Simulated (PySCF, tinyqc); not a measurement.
Inside a calculation. Method: RHF in the sto-6g basis, for BH, spin multiplicity 1. The lowest restricted solution is unstable here: a spin-polarised one lies 0.0221 hartree lower (PySCF). One step of it, computed by the program tinyqc.

Question. Iteration 4: DIIS coefficients. Solve [B -1; -1 0][c; lambda] = [0; -1] for the coefficients, which sum to one.

B (overlaps of the stored error matrices), lower triangle:
```
,1,2,3,4
1,5.1985638e-02
2,2.0400177e-02,1.4305947e-01
3,1.6894446e-02,1.1543667e-01,9.3218922e-02
4,-3.7000031e-04,-6.6857441e-05,-2.2660313e-05,6.4953185e-05
```

Give: DIIS coefficients.

Answer.

DIIS coefficients: 0.012  0.322  -0.400  1.066
